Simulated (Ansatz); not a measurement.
This Ansatz (a program for electronic structure) input (CCSD(T)/cc-pCVTZ) gives -55.83451 Eh with 71 basis functions. A basis named .json is the Basis Set Exchange file of that set (core-valence sets with the plain set on hydrogen).

Ansatz 0.2 input:
```yaml
crystal:
  periodic: [false, false, false]
  atoms:
    - {symbol: N, position_ang: [-0.00356243, 0.11201664, 0.09548205]}
    - {symbol: H, position_ang: [0.80776927, -0.37468272, -0.32489897]}
    - {symbol: H, position_ang: [-0.78283228, -0.40943375, -0.34347535]}
basis:
  gaussian:
    orbitals: cc-pCVTZ.json
total_charge: -1
magnetization: {spin_polarized: false}
correlation: {method: ccsd_t, frozen_orbitals: {H: 0, N: 0}}
```

Change:
```diff
- orbitals: cc-pCVTZ.json
+ orbitals: cc-pVQZ
```

Problem. What does the run give now?

Solution. -55.84414 Eh (CCSD(T)/cc-pVQZ, 115 functions), a change of -9.63 mEh.
